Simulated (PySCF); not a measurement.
**One molecule, many functionals**

Species: CCl₃F.
Bonds: F1–C2, C2–Cl3, C2–Cl4, C2–Cl5.

Linear-response calculations in the def2-SVPD basis (PySCF; singlets by full response, triplets Tamm–Dancoff, core orbitals frozen in the response; HF means time-dependent Hartree–Fock). 'Strongest' is the level of largest summed f among the singlets computed (10 roots, of which the last may lack a degenerate partner); it can jump between rows when another state enters that window. S1 is the lowest singlet of each run and needn't be the same state throughout; f(S1) is that of one state. Isolated species at its PBE0-D3(BJ)/def2-SVP geometry, gas phase.

```tsv
functional	kind	S1 (eV)	f(S1)	strongest (eV)	T1 (eV)	HOMO (eV)	gap (eV)	ionisation energy, ΔSCF (eV)
LDA	LDA	5.53	0.000	7.00	5.20	-7.91	5.35	11.07
PBE	GGA	5.55	0.000	7.01	5.16	-7.80	5.38	10.92
B3LYP	global hybrid, 20% exact exchange	6.09	0.000	7.30	5.57	-8.96	7.32	11.35
PBE0	global hybrid, 25% exact exchange	6.27	0.000	7.46	5.68	-9.26	7.87	11.46
BHandHLYP	global hybrid, 50% exact exchange	6.74	0.000	7.16	6.03	-10.56	10.27	11.82
CAM-B3LYP	range-separated hybrid	6.47	0.000	6.89	5.83	-10.64	10.40	11.73
wB97X-D	range-separated hybrid	6.48	0.000	6.91	5.89	-11.15	11.56	11.71
LC-wPBE	range-separated hybrid	6.79	0.000	7.17	6.02	-12.11	13.10	12.15
HF	Hartree–Fock	7.49	0.000	10.65	6.54	-12.68	14.81	not settled
```

S1 runs from 5.53 eV (LDA) to 7.49 eV (HF), a spread of 1.96 eV, while the orbital gap spreads over 9.5 eV. Along PBE (0%), B3LYP (20%), PBE0 (25%), BHandHLYP (50%), HF (100%) S1 rises with the share of exact exchange. −ε(HOMO) comes closest to its own ΔSCF ionisation energy with LC-wPBE (-0.04 eV) and misses most with LDA (-3.16 eV). 'Not settled' means that the ion's SCF failed to converge or may have ended in another state than the lowest.
